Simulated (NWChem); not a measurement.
A calculation on CH$_{6}$Si

```xyz
8

Si     0.6372     0.0363     0.0000
C     -1.2484    -0.0711     0.0000
H      1.1237     0.7640     1.2105
H      1.1237     0.7640    -1.2105
H      1.2430    -1.3291     0.0000
H     -1.6112    -0.6073     0.8914
H     -1.6112    -0.6073    -0.8914
H     -1.6990     0.9342     0.0000
```
Charge 0, spin multiplicity 1.

Everything below was run with NWChem. Structure: optimised with B3LYP/def2-SVP, a minimum by its harmonic frequencies.

Symmetry labels belong to the abelian group Cs used in the runs, with the axes of the coordinates shown; states degenerate in a higher group split over its labels.

B3LYP has NWChem's definition, with VWN1-RPA local correlation. The structure started from a generated list of species.

Task: List the lowest 3 singlet excitations that TD-B3LYP/def2-SVPD, VWN1-RPA local correlation gives, with oscillator strengths.

Result: 
```json
[
 {"state": "1", "symmetry": "a'", "energy (eV)": "8.23", "wavelength (nm)": "151", "f": "0.065"},
 {"state": "2", "symmetry": "a\"", "energy (eV)": "8.32", "wavelength (nm)": "149", "f": "0.017"},
 {"state": "3", "symmetry": "a'", "energy (eV)": "8.32", "wavelength (nm)": "149", "f": "0.017"}
]
```
